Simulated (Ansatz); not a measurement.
## Lattice parameter a of some cubic tetrahedrally bonded semiconductors and semimetals

Method: r²SCAN+rVV10 in Ansatz (plane waves, PAW). References are measured values corrected to a static lattice.

Values in Å.

```
solid                           reference  r²SCAN+rVV10  error (%)
--------------------  -------------------  ------------  ---------
zinc-blende GaAs                     5.64         5.646      +0.11
zinc-blende InAs                    6.047         6.083      +0.60
zinc-blende InP                     5.858         5.886      +0.48
3C-SiC                              4.346         4.352      +0.14
grey tin (α-Sn)                     6.477         6.532      +0.85
cubic BN                            3.593         3.607      +0.39
diamond               3.553 (3.543–3.555)         3.558      +0.14
zinc-blende BP                      4.525         4.531      +0.13
zinc-blende GaP                     5.439         5.436      -0.06
diamond-structure Si                5.421         5.436      +0.28
diamond-structure Ge                5.644         5.655      +0.19
zinc-blende InSb                    6.468         6.521      +0.82
```

Over these 12 solids the mean error is +0.34 %, the mean absolute error 0.35 % (median 0.24 %), and the worst case grey tin (α-Sn) at +0.85 %; the value is too high in 11 of 12 cases.

All these references are brought to a static lattice.

Spin–orbit coupling is left out, also for the solids with elements from indium on (zinc-blende InAs, zinc-blende InP, grey tin (α-Sn), zinc-blende InSb); its size isn't shown.

Brackets give the range of the sources taken for a reference, where it is wide; it can hold other temperatures.

Differences are worked out from the printed values.

Caveats: the gap of the solid is closed in this run (zinc-blende InAs). Ansatz's density-functional and Hartree–Fock values are scalar-relativistic unless marked +SOC, with PAW data made under PBE.

Not in this set, of the tetrahedrally bonded semiconductors and semimetals with a reference value in our tables and a result at some level: 22 for a reference at room or unstated temperature; 5 for no value at r²SCAN+rVV10 (not run, a failed fit, an unstable or unbound cell, or a value held back for tests); 2 for a high-temperature or high-pressure phase; 1 for a cell known from the COD alone. These can be a level's best or worst cases. At least 6 more with a reference value are held back for tests. Solids without a released value at any level aren't counted. Layered and molecular crystals are counted apart. The metals Ce to Yb are counted apart.

References as tabulated in Mejia-Rodriguez and Trickey (2018), arXiv:1807.09216; Goldzak et al. (2022), arXiv:2208.04865.

Ansatz is an electronic-structure program.
